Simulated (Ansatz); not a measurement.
**H2O with H2S: structure and interaction energy**

One table from this session's results is given with a row withheld; the runs are named, their logs left out.

Method: PBE0-D4 structure, single points in def2-TZVPPD; program: Ansatz 0.2.0, Gaussian basis.

Levels: PBE-D4, revPBE-D4, BLYP-D4, r2SCAN-D4, B97M-V, PBE0-D4, B3LYP-D4, HSE06-D4, wB97X-V, wB97M-V, B2PLYP, Hartree-Fock, MP2, CCSD, CCSD(T). The reference is CCSD(T) extrapolated to the basis limit.

Cores are frozen in the correlated methods. B3LYP uses VWN-RPA correlation. B2PLYP carries no dispersion term here.

27 further runs of the same task are left out: 27 set aside as unsound or not needed.

**Starting geometry**

The pair, from a GFN2-xTB docking trial: 6 atoms, charge 0, spin multiplicity 1.

Atoms are counted from 1 here; the program's logs count them from 0.

Bond lengths: O1–H2 0.959 Å, O1–H3 0.960 Å, S4–H5 1.327 Å, S4–H6 1.323 Å. Angles: H2–O1–H3 107.1°, H5–S4–H6 92.3°.

Geometry (Å):

| atom | x (Å) | y (Å) | z (Å) |
| --- | --- | --- | --- |
| O1 | 0.1230 | 0.1228 | -1.2827 |
| H2 | 0.2813 | 0.7922 | -1.9511 |
| H3 | -0.1900 | -0.6622 | -1.7387 |
| S4 | 0.0304 | -0.5881 | 1.9900 |
| H5 | 0.2084 | -0.2753 | 0.7125 |
| H6 | -0.4531 | 0.6106 | 2.2701 |

Atoms 1 to 3 are fragment A (H2O), the rest fragment B (H2S).

Set-up of the first run:

pre/in.yaml

```yaml
crystal:
  periodic: [false, false, false]
  atoms:
    - {symbol: O, position_ang: [0.123000, 0.122800, -1.282700]}
    - {symbol: H, position_ang: [0.281300, 0.792200, -1.951100]}
    - {symbol: H, position_ang: [-0.190000, -0.662200, -1.738700]}
    - {symbol: S, position_ang: [0.030400, -0.588100, 1.990000]}
    - {symbol: H, position_ang: [0.208400, -0.275300, 0.712500]}
    - {symbol: H, position_ang: [-0.453100, 0.610600, 2.270100]}
basis:
  gaussian: {orbitals: def2-SVP}
hamiltonian: {xc: pbe, dispersion: d4}
relax: {f_tol: 0.03, max_steps: 250}
```

The command line of these runs was not kept.

Among the steps run: A first relaxation in a small basis; Relaxation at PBE0-D4; CCSD(T)/def2-TZVPPD; MP2/def2-QZVPPD; Vibrations of the pair.

One table of the session follows, with a row left open; its other results are not shown here.

| method | interaction (meV) |
| --- | --- |
| PBE-D4 | -135 |
| revPBE-D4 | ? |
| BLYP-D4 | -108 |
| r2SCAN-D4 | -121 |
| B97M-V | -119 |
| PBE0-D4 | -128 |
| B3LYP-D4 | -115 |
| HSE06-D4 | -128 |
| wB97X-V | -111 |
| wB97M-V | -107 |
| B2PLYP | -93 |
| Hartree-Fock | -38 |
| MP2 | -104 |
| CCSD | -84 |
| CCSD(T) | -96 |
| CCSD(T)/CBS | -110 |

Estimate the missing values for revPBE-D4.

The run gave: interaction (meV): -105. In the column «interaction (meV)» it lies between wB97M-V (-107) and MP2 (-104).
